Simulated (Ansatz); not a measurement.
Two shapes of doublet CHO.

Shape 1:

```xyz
3

C     0.0000    0.4471   -0.3001
H     0.0000    1.3738    0.1812
O     0.0000   -0.5071    0.2024
```

Shape 2:

```xyz
3

C     0.0000    0.5249   -0.3523
H     0.0000    1.6127    0.2127
O     0.0000   -0.5952    0.2377
```

Basis set: cc-pVTZ (spherical functions). Left uncorrelated: 2 orbitals. Charge 0, multiplicity 2.

Computed with Ansatz (development build ahead of 0.2.0); each method stands on the lowest determinant of its kind that the runs found.

(1) Which shape is lower in energy, and by how much in each method?

Answers

(1)

```tsv
method	E(2) − E(1) (eV)
UHF	0.345
UHF-MP2	-0.168
```

The methods disagree on the order.
